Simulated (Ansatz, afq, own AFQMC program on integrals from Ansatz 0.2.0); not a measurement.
**Where AFQMC and coupled cluster stand for As, quartet**

A free As atom.

Basis 6-31G. Only valence electrons are correlated. Ansatz 0.2.0 and our own AFQMC program on the same integrals; the CISD trial comes from CCSD amplitudes, and released means the phaseless constraint is let go. Free projection: walkers drawn from exp(T), propagated without any constraint. Its projection time is finite, and what remains of the start isn't in its error. ± is one standard error of the sampling. No spin–orbit coupling.

Determinant: UHF, the one that the program's search chose, which needn't be the lowest solution.

Full CI on the same integrals is exact in this basis and with this determinant's frozen core.

Cautions: no relativity below Rb; no spin-orbit coupling; inner d shell frozen.

The T1 diagnostic is 0.0046, the weight of the determinant in the CISD state is 0.988 and the ⟨S²⟩ of the determinant is 3.750. The size of the correlated space is 5 electrons in 15 orbitals.

Reference: full CI, correlation energy -0.524 eV. The released energy is read at 1.50 1/Eh (meV from the phaseless value at times in 1/Eh: -0.16 ± 0.10 at 0.24, -0.26 ± 0.10 at 0.50, -0.30 ± 0.08 at 1.00, -0.30 ± 0.06 at 1.50).

```json
{"level": "HF", "E − E(reference) (mEh)": "19.27", "share of correlation (%)": "0.00"}
{"level": "MP2", "E − E(reference) (mEh)": "4.40", "share of correlation (%)": "77.16"}
{"level": "CCSD", "E − E(reference) (mEh)": "0.18", "share of correlation (%)": "99.07"}
{"level": "CCSD(T)", "E − E(reference) (mEh)": "0.04", "share of correlation (%)": "99.80"}
{"level": "CCSDT", "E − E(reference) (mEh)": "0.00", "share of correlation (%)": "100.03"}
{"level": "CCSDT(Q)", "E − E(reference) (mEh)": "0.00", "share of correlation (%)": "100.01"}
{"level": "CCSDTQ", "E − E(reference) (mEh)": "0.00", "share of correlation (%)": "100.01"}
{"level": "ph-AFQMC/HF", "E − E(reference) (mEh)": "0.09 ± 0.10", "share of correlation (%)": "99.54"}
{"level": "ph-AFQMC/CISD", "E − E(reference) (mEh)": "0.02 ± 0.005", "share of correlation (%)": "99.92"}
{"level": "released AFQMC", "E − E(reference) (mEh)": "0.00 ± 0.002", "share of correlation (%)": "99.98"}
{"level": "free AFQMC", "E − E(reference) (mEh)": "0.00 ± 0.002", "share of correlation (%)": "99.99"}
```

CCSDT and higher add their correlation energy to the determinant of the CCSD(T) run, since their own runs factorise the integrals more tightly (a shift of under 2 meV). Free projections are given only where their last times agree within the noise and don't stop above the reference; a slow remainder of the start can still hide under it. A walk keeps the symmetry of its determinant, which the program's search chose and which needn't be the lowest solution, so a lower state of the same spin and another symmetry isn't excluded. Released energies are given only where the last usable release times agree within the noise; a slower fall can still hide under it.
